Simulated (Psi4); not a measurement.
BH2Cl (SMILES BCl): entropy by statistical mechanics

A singlet with charge 0, relaxed at wB97X-D/def2-SVP (density fitting) (Psi4 1.11):

```xyz
4

B    -0.1243    0.0238   -0.0794
Cl    1.3681   -0.3962    0.7229
H    -1.1229   -0.5629    0.2395
H    -0.0934    0.8826   -0.9189
```

Harmonic wavenumbers in cm⁻¹: 843, 870, 998, 1227, 2618, 2740.

Masses in u: B 10.81, Cl 35.45, H 1.008. Take T = 298.15 K, p = 1 bar, R = 8.3145 J/(mol K), kT/hc = 207.22 cm⁻¹, rigid rotor and harmonic oscillator.

Problem. Compute the standard molar entropy.

Solution. 
1. Translation (Sackur–Tetrode): S = R[3/2 ln M + 5/2 ln T − 1.1517] with M = 48.276 gives 157.2 J/(mol K).
2. Rotation: principal moments 2.264, 32.245, 34.509 u Å² give A, B, C = 7.4473, 0.5228, 0.4885 cm⁻¹; the symmetry number is σ = 2; q = (√π/σ)√((kT/hc)³/ABC) = 1917; S = R(ln q + 3/2) = 75.3.
3. Vibration: with u = ν̃/207.22, each mode gives R[u/(eᵘ − 1) − ln(1 − e⁻ᵘ)]; the sum is 1.9, most from 843 cm⁻¹ (0.7), 870 cm⁻¹ (0.7), 998 cm⁻¹ (0.4).
4. Spin: R ln 1 = 0.0.
5. Sum: 157.2 + 75.3 + 1.9 + 0.0 = 234.4 J/(mol K).

No measured value is set beside it here.
